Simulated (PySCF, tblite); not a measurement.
A database entry of computed molecular properties. Lists by class give the value and the number of equivalent atoms.

```json
{
 "name": "tert-butylhydrazine",
 "formula": "C4H12N2",
 "smiles": "CC(C)(C)NN",
 "inchi": "InChI=1S/C4H12N2/c1-4(2,3)6-5/h6H,5H2,1-3H3",
 "charge": 0,
 "multiplicity": 1,
 "geometry_level": "GFN2-xTB",
 "atoms_angstrom": [
  ["C", -0.362, -0.9, 1.125],
  ["C", 0.208, -0.11, -0.057],
  ["C", 1.358, -0.895, -0.692],
  ["C", 0.723, 1.258, 0.422],
  ["N", -0.826, -0.003, -1.096],
  ["N", -2.065, 0.582, -0.75],
  ["H", 0.432, -1.152, 1.822],
  ["H", -1.111, -0.32, 1.661],
  ["H", -0.819, -1.819, 0.767],
  ["H", 1.774, -0.348, -1.536],
  ["H", 0.995, -1.854, -1.051],
  ["H", 2.149, -1.064, 0.034],
  ["H", 1.49, 1.125, 1.181],
  ["H", -0.08, 1.851, 0.857],
  ["H", 1.151, 1.816, -0.41],
  ["H", -0.457, 0.517, -1.889],
  ["H", -1.962, 1.421, -0.173],
  ["H", -2.605, -0.101, -0.226]
 ],
 "electronic_structure_code": "PySCF",
 "results": {
  "GFN2-xTB geometry": {
   "rotational_constants_GHz": [4.414, 2.67, 2.668]
  },
  "CAM-B3LYP/def2-SVPD ground state and vertical TDDFT (core frozen in the response)": {
   "dipole_D": 1.92,
   "homo_eV": -7.97,
   "lumo_eV": 1.19,
   "S1_eV": 6.23,
   "strongest_line_of_8_singlets_eV": 7.47,
   "T1_tda_eV": 6.02,
   "polarisability_au": 67.7,
   "r2_bohr2_about_centre_of_nuclear_charge": 643.2,
   "singlets_eV_and_f": [
    [6.23, 0.007],
    [6.73, 0.019],
    [7.01, 0.009],
    [7.47, 0.025],
    [7.61, 0.006],
    [7.74, 0.01],
    [8.13, 0.008],
    [8.23, 0.003]
   ],
   "triplets_tda_eV": [6.02, 6.43, 6.8]
  },
  "PBE0/pcSseg-1 ground state and GIAO shieldings, non-relativistic": {
   "shift_vs_computed_TMS_C_by_class_ppm": [
    [54.6, 1],
    [27.9, 3]
   ],
   "shift_vs_computed_TMS_H_by_class_ppm": [
    [2.56, 2],
    [1.93, 1],
    [1.0, 9]
   ],
   "shielding_other_nuclei_by_class_ppm": [
    ["N", 157.2, 1],
    ["N", 198.7, 1]
   ],
   "charges_hirshfeld_e_by_atom": [-0.13, 0.06, -0.12, -0.13, -0.13, -0.2, 0.04, 0.03, 0.04, 0.04, 0.04, 0.04, 0.04, 0.03, 0.04, 0.1, 0.09, 0.11]
  },
  "GFN2-xTB harmonic vibrations, gas phase": {
   "strongest_ir_bands_cm-1_km_per_mol_modes": [
    [821.5, 54.7, 1],
    [988.0, 131.0, 1],
    [1223.4, 62.6, 1],
    [3019.2, 81.3, 2],
    [3047.6, 79.9, 1],
    [3234.4, 45.5, 1]
   ],
   "zpe_kcal_per_mol": 101.8
  }
 }
}
```

The rotational constants are those of a nearly prolate symmetric top. The dipole matches unit charges of opposite sign 0.40 Å apart (1 e·Å = 4.8032 D). The principal polarisabilities are 65.4, 65.7 and 72.1 au; their mean is the isotropic value.

 NMR classes are plain means over equivalent atoms (diastereotopic ones count apart unless rotation or inversion swaps them), as if these changed places fast; in this geometry the members of some classes differ.

Conformer computed: `[CH3:1][C:2]([CH3:3])([CH3:4])[NH:5][NH2:6]`: C1–C2–N5–N6 57°, H–N6–N5–C2 43°, H–N6–N5–C2 -77°.

One conformer stands for the species.
